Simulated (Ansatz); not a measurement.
C3H4, SMILES C#CC (connectivity only; charge and spin as stated), charge +1, multiplicity 2. Atoms are numbered in the order given.

```xyz
7

C     -0.0392    -1.2274     0.0000
C     -0.0236     0.1808     0.0000
C      0.0085     1.4229     0.0000
H      0.5478    -1.5909     0.8655
H      0.5478    -1.5909    -0.8655
H     -1.0451    -1.6477     0.0000
H      0.0331     2.4970     0.0000
```
Charge +1, spin multiplicity 2.

Geometry: B3LYP-D3(BJ)/def2-TZVP. The spin state was assumed, not searched.

Two levels are set side by side: PBE-D3(BJ)/def2-TZVP (Ansatz, an electronic-structure program) and B3LYP-D3(BJ)/def2-TZVP (Ansatz). Each level has its own optimised geometry; the coordinates shown are those of the second. Differences are taken from unrounded values.

| quantity | B3LYP-D3(BJ) | PBE-D3(BJ) | PBE-D3(BJ) minus B3LYP-D3(BJ) |
|---|---|---|---|
| mean bond length (Å) | 1.172 | 1.179 | 0.008 |
| bond C1–C2 (Å) | 1.408 | 1.405 | -0.004 |
| bond C2–C3 (Å) | 1.243 | 1.253 | 0.010 |
| bond C1–H4 (Å) | 1.107 | 1.119 | 0.012 |
| bond C1–H5 (Å) | 1.107 | 1.119 | 0.012 |
| bond C1–H6 (Å) | 1.090 | 1.099 | 0.009 |
| bond C3–H7 (Å) | 1.074 | 1.082 | 0.008 |

GGA bonds tend to be longer and softer than those of functionals with exact exchange. Differences between two approximate levels are no errors against the true value.
